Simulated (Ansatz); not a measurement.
**H₄OSSi (SMILES [SiH3]OS): one structure at several levels**

One table from this session's results is given with a row withheld; the runs are named, their logs left out.

Computed with Ansatz 0.2.0, Gaussian basis. Level: single points in def2-TZVPP.

Cores are frozen in the correlated methods.

## The starting structure

SMILES `[SiH3]OS`, 7 atoms, charge 0, spin multiplicity 1.

Atoms are counted from 1 here; the program's logs count them from 0.

Bond lengths: Si1–O2 1.653 Å, Si1–H4 1.461 Å, Si1–H5 1.441 Å, Si1–H6 1.472 Å, O2–S3 1.669 Å, S3–H7 1.347 Å. Angles: O2–Si1–H4 109.1°, O2–Si1–H5 111.1°, O2–Si1–H6 94.8°, H4–Si1–H5 111.7°, H4–Si1–H6 115.5°, H5–Si1–H6 113.4°, Si1–O2–S3 130.7°, O2–S3–H7 93.9°.

Geometry (Å):

```xyz
7

Si   -0.7817    0.6006   -0.3338
O     0.3542   -0.2242    0.5393
S     1.3567   -1.4865    0.1056
H    -1.8683   -0.3110   -0.6863
H    -0.1961    1.2095   -1.5012
H    -1.0839    1.5640    0.7373
H     2.1932   -1.3008    1.1448
```

Set-up of the first run:

Input file run/in.yaml:

```yaml
crystal:
  periodic: [false, false, false]
  atoms:
    - {symbol: Si, position_ang: [-0.781700, 0.600600, -0.333800]}
    - {symbol: O, position_ang: [0.354200, -0.224200, 0.539300]}
    - {symbol: S, position_ang: [1.356700, -1.486500, 0.105600]}
    - {symbol: H, position_ang: [-1.868300, -0.311000, -0.686300]}
    - {symbol: H, position_ang: [-0.196100, 1.209500, -1.501200]}
    - {symbol: H, position_ang: [-1.083900, 1.564000, 0.737300]}
    - {symbol: H, position_ang: [2.193200, -1.300800, 1.144800]}
basis:
  gaussian: {orbitals: def2-TZVPP}
correlation: {method: ccsd_t}
output: {forces: true}
```

The command line of these runs was not kept.

Steps of the session up to this table: CCSD(T)/def2-TZVPP; PBE0-D4/def2-TZVPP; wB97M-V/def2-TZVPP; r2SCAN-D4/def2-TZVPP; PBE-D4/def2-TZVPP; BHLYP-D4/def2-TZVPP; r2SCANh-D4/def2-TZVPP.

One of the session's tables, all rows but one given; the rest of the session is left out.

```
    method  RMS force component (eV/Å)  angle to CCSD(T) forces (°)  dipole (D)
   CCSD(T)                       0.387                    reference        0.36
   PBE0-D4                           ?                            ?           ?
   wB97M-V                       0.395                         12.4        0.35
 r2SCAN-D4                       0.395                          9.6        0.42
    PBE-D4                       0.412                         29.0        0.39
  BHLYP-D4                       0.503                         28.2        0.40
r2SCANh-D4                       0.417                         11.0        0.42
```

Q: Estimate the row for PBE0-D4 from the others.

**Answer.** RMS force component (eV/Å): 0.442; angle to CCSD(T) forces (°): 15.2; dipole (D): 0.40. In the column «RMS force component (eV/Å)» it lies between r2SCANh-D4 (0.417) and BHLYP-D4 (0.503).
